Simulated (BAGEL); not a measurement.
# C2H6S (ethanethiol): B3LYP/def2-SVPD (density fitting with cc-pvqz-jkfit)

Aim: the energy change on altering one bond length of C2H6S (ethanethiol) at B3LYP/def2-SVPD (density fitting with cc-pvqz-jkfit), from 2 runs. 

The results are computed with BAGEL 1.2.2.

2 further runs of the same task are left out: 2 set aside as unsound or not needed.

**1. The structure to begin with**

C2H6S: 9 atoms, total charge 0, spin state singlet. As SMILES, `CCS`. Geometry: relaxed at PBE0-D4/def2-TZVP. This is one conformer, not always the lowest.

Bond lengths: C1–C2 1.514 Å, C2–S3 1.813 Å, C1–H4 1.091 Å, C1–H5 1.094 Å, C1–H6 1.093 Å, C2–H7 1.093 Å, C2–H8 1.092 Å, S3–H9 1.343 Å. Some angles: C1–C2–S3 114.1°, C1–C2–H7 110.8°, C1–C2–H8 111.5°, S3–C2–H7 104.0°, S3–C2–H8 109.1°, C2–C1–H4 111.0°, C2–C1–H5 110.6°, C2–C1–H6 111.0°, C2–S3–H9 96.8°, H7–C2–H8 106.9°.

**2. A single-point energy at B3LYP/def2-SVPD (density fitting with cc-pvqz-jkfit)**

Input file calc.json:

```json
{ "bagel": [

{
  "title": "molecule",
  "basis": "def2-svpd.json",
  "df_basis": "cc-pvqz-jkfit",
  "angstrom": true,
  "geometry": [
    { "atom": "C", "xyz": [   -0.681060,    0.352580,   -0.582130 ] },
    { "atom": "C", "xyz": [    0.639520,   -0.221900,   -0.114960 ] },
    { "atom": "S", "xyz": [    0.539160,   -1.132170,    1.449440 ] },
    { "atom": "H", "xyz": [   -1.434960,   -0.430450,   -0.679020 ] },
    { "atom": "H", "xyz": [   -0.564240,    0.844440,   -1.552390 ] },
    { "atom": "H", "xyz": [   -1.058220,    1.094540,    0.125580 ] },
    { "atom": "H", "xyz": [    1.015160,   -0.960450,   -0.827390 ] },
    { "atom": "H", "xyz": [    1.403980,    0.552440,   -0.028340 ] },
    { "atom": "H", "xyz": [    0.140660,   -0.099050,    2.209210 ] }
  ]
},
{ "title": "ks", "xc_func": "b3lyp" },
{ "title": "print", "file": "orbitals.molden", "orbitals": true }

]}
```

The basis set def2-SVPD is read from a file made from the Basis Set Exchange's data (not shown).

Run with:

```
BAGEL_NUM_THREADS=1 BAGEL calc.json > calc.out
```

The log of the run:

```text
* using 1 threads per process

  ===============================================================
  ===============================================================

  *** Geometry ***

  { "atom" : "C", "xyz" : [     -1.287017,      0.666280,     -1.100066 ] },
  { "atom" : "C", "xyz" : [      1.208518,     -0.419330,     -0.217243 ] },
  { "atom" : "S", "xyz" : [      1.018865,     -2.139491,      2.739045 ] },
  { "atom" : "H", "xyz" : [     -2.711681,     -0.813433,     -1.283162 ] },
  { "atom" : "H", "xyz" : [     -1.066259,      1.595760,     -2.933592 ] },
  { "atom" : "H", "xyz" : [     -1.999746,      2.068381,      0.237312 ] },
  { "atom" : "H", "xyz" : [      1.918374,     -1.814987,     -1.563540 ] },
  { "atom" : "H", "xyz" : [      2.653138,      1.043960,     -0.053555 ] },
  { "atom" : "H", "xyz" : [      0.265809,     -0.187177,      4.174802 ] },

  Number of auxiliary basis functions:      666

  Since a DF basis is specified, we compute 2- and 3-index integrals:
    o Being stored without compression. Storage requirement is 0.070 GB

  Number of basis functions:      115
  Number of electrons      :       34

    * METHOD: MOLECULE                             0.52

  *** Kohn-Sham DFT ***

    * Removing 16193 points whose weight is below 1.00e-10
    * Grid points: 117961

  === Nuclear Repulsion ===
   107.6316810413

       - DIIS with orbital gradients will be used.

  === KS iteration (b3lyp / def2-svpd.json) ===
      0       -441.79521684          0.11518086           0.60
      1       -403.54942555          0.19106464           0.56
      2       -426.26313973          0.11328756           0.55
      3       -456.05116085          0.12633435           0.56
      4       -471.56138292          0.08063356           0.56
      5       -477.10459369          0.03540430           0.58
      6       -477.64769212          0.01938227           0.57
      7       -477.60311515          0.02087756           0.60
      8       -477.84559666          0.00528474           0.58
      9       -477.85701684          0.00306067           0.56
     10       -477.86190141          0.00040562           0.56
     11       -477.86197791          0.00007764           0.57
     12       -477.86198092          0.00002087           0.56
     13       -477.86198116          0.00000616           0.57
     14       -477.86198118          0.00000129           0.57
     15       -477.86198118          0.00000083           0.57
     16       -477.86198118          0.00000014           0.58
     17       -477.86198118          0.00000005           0.57
     18       -477.86198118          0.00000002           0.58
     19       -477.86198118          0.00000000           0.54
    * SCF iteration converged.

    * Permanent dipole moment:
           (    0.079197,    -0.525971,     0.402191) a.u.

    * METHOD: KS                                  12.06

    * METHOD: PRINT                                0.02

  ===============================================================
```

Wall time 13 s (1 thread of Arm Neoverse V2, shared host); peak memory 0.62 GiB.

**3. The distorted shape, same level**

Input file input.json:

```json
{ "bagel" : [

{
  "title" : "molecule",
  "basis" : "def2-svpd.json",
  "df_basis" : "cc-pvqz-jkfit",
  "angstrom" : "true",
  "geometry" : [
    { "atom" : "C", "xyz" : [   -1.737518,    0.812162,   -0.955864 ] },
    { "atom" : "C", "xyz" : [    0.639520,   -0.221900,   -0.114960 ] },
    { "atom" : "S", "xyz" : [    0.539160,   -1.132170,    1.449440 ] },
    { "atom" : "H", "xyz" : [   -2.491418,    0.029132,   -1.052754 ] },
    { "atom" : "H", "xyz" : [   -1.620698,    1.304022,   -1.926124 ] },
    { "atom" : "H", "xyz" : [   -2.114678,    1.554122,   -0.248154 ] },
    { "atom" : "H", "xyz" : [    1.015160,   -0.960450,   -0.827390 ] },
    { "atom" : "H", "xyz" : [    1.403980,    0.552440,   -0.028340 ] },
    { "atom" : "H", "xyz" : [    0.140660,   -0.099050,    2.209210 ] }
  ]
},
{
  "title" : "ks",
  "xc_func" : "b3lyp"
},
{
  "title" : "print",
  "file" : "orbitals.molden",
  "orbitals" : "true"
}

]}
```

The basis set def2-SVPD is read from a file made from the Basis Set Exchange's data (not shown).

Run with:

```
BAGEL_NUM_THREADS=1 BAGEL input.json > input.out
```

The log of the run:

```text
* using 1 threads per process

  ===============================================================
  ===============================================================

  *** Geometry ***

  { "atom" : "C", "xyz" : [     -3.283433,      1.534764,     -1.806321 ] },
  { "atom" : "C", "xyz" : [      1.208518,     -0.419330,     -0.217243 ] },
  { "atom" : "S", "xyz" : [      1.018865,     -2.139491,      2.739045 ] },
  { "atom" : "H", "xyz" : [     -4.708098,      0.055052,     -1.989417 ] },
  { "atom" : "H", "xyz" : [     -3.062675,      2.464244,     -3.639847 ] },
  { "atom" : "H", "xyz" : [     -3.996162,      2.936865,     -0.468943 ] },
  { "atom" : "H", "xyz" : [      1.918374,     -1.814987,     -1.563540 ] },
  { "atom" : "H", "xyz" : [      2.653138,      1.043960,     -0.053555 ] },
  { "atom" : "H", "xyz" : [      0.265809,     -0.187177,      4.174802 ] },

  Number of auxiliary basis functions:      666

  Since a DF basis is specified, we compute 2- and 3-index integrals:
    o Being stored without compression. Storage requirement is 0.070 GB

  Number of basis functions:      115
  Number of electrons      :       34

    * METHOD: MOLECULE                             0.50

  *** Kohn-Sham DFT ***

    * Removing 13979 points whose weight is below 1.00e-10
    * Grid points: 120175

  === Nuclear Repulsion ===
    91.9457757685

       - DIIS with orbital gradients will be used.

  === KS iteration (b3lyp / def2-svpd.json) ===
      0       -421.84284801          0.09470127           0.59
      1       -253.34429459          0.20452844           0.57
      2       -378.88265792          0.08198679           0.61
      3       -430.04121330          0.15302695           0.59
      4       -449.64288978          0.10420393           0.60
      5       -460.46729155          0.09904661           0.60
      6       -462.86821543          0.09057115           0.58
      7       -456.24109583          0.09365462           0.60
      8       -428.46673429          0.13737229           0.59
      9       -462.11297101          0.06563540           0.60
     10       -463.90788721          0.08987024           0.58
     11       -476.67378023          0.03757329           0.59
     12       -474.97846718          0.04727618           0.58
     13       -474.16311521          0.05484852           0.57
     14       -474.90985082          0.05005781           0.58
     15       -468.65610220          0.06727590           0.60
     16       -477.16174881          0.02560712           0.59
     17       -477.28894729          0.02141198           0.61
     18       -477.47632733          0.01621397           0.63
     19       -477.60603567          0.01192383           0.60
     20       -477.71072153          0.00233425           0.59
     21       -477.71527451          0.00088551           0.60
     22       -477.71562822          0.00035630           0.60
     23       -477.71569910          0.00012239           0.56
     24       -477.71570603          0.00004692           0.59
     25       -477.71570694          0.00002653           0.59
     26       -477.71570735          0.00000343           0.58
     27       -477.71570735          0.00000158           0.59
     28       -477.71570735          0.00000052           0.60
     29       -477.71570735          0.00000010           0.59
     30       -477.71570735          0.00000007           0.59
     31       -477.71570735          0.00000001           0.61
    * SCF iteration converged.

    * Permanent dipole moment:
           (   -0.064159,    -0.300308,     0.010234) a.u.

    * METHOD: KS                                  19.62

    * METHOD: PRINT                                0.02

  ===============================================================
```

It took 20 s on 1 thread of Arm Neoverse V2, shared host; peak memory 0.63 GiB.

**4. What came out**

At B3LYP/def2-SVPD (density fitting with cc-pvqz-jkfit):

| quantity | value |
| --- | --- |
| first shape: total energy | -477.86198 Eh |
| first shape: dipole moment | 1.69 D |
| first shape: HOMO energy | -6.59 eV |
| first shape: LUMO energy | -0.03 eV |
| first shape: HOMO–LUMO gap | 6.56 eV |
| distorted shape: total energy | -477.71571 Eh |
| distorted shape: dipole moment | 0.78 D |
| distorted shape: HOMO energy | -6.14 eV |
| distorted shape: LUMO energy | -2.79 eV |
| distorted shape: HOMO–LUMO gap | 3.35 eV |
| energy change with the C1–C2 bond stretched from 1.514 to 2.725 Å | 3.980 eV |

One bond (distorted shape) is far stretched, which a spin-restricted single reference describes badly; a broken-symmetry solution may lie lower. With the C1–C2 bond stretched from 1.514 to 2.725 Å the energy rises by 3.98 eV (384 kJ/mol). The first shape isn't relaxed at this level, so the change isn't measured from a minimum. A restricted reference can't describe the breaking bond well at this length.
